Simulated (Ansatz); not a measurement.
Basis-set extrapolation for C2HO, SMILES `C#C[O]` radical (PBE0-D4/def2-TZVP geometry, frozen core, Ansatz 0.2.0). Multiplicity 2, UHF reference.

```csv
,def2-TZVPP,def2-QZVPP
HF,-151.146932,-151.153416
MP2 correlation,-0.499088,-0.535556
CCSD(T) correlation,-0.537786,-0.571276
```

Energies in hartree. Use E(X) = E(∞) + A·exp(−7.88·√X) for Hartree–Fock and E(X) = E(∞) + B·X^(−2.97) for correlation, with X = 3 and 4.

**Question.** What is the CCSD(T) energy at the basis-set limit?

**Answer.** HF limit: -151.153416 + (-0.006484) × 0.13774 = -151.15431. Correlation limit: -0.571276 + (-0.033490) × 0.74074 = -0.59608. Total: -151.75039 hartree, 172.4 kJ/mol below CCSD(T)/def2-TZVPP.
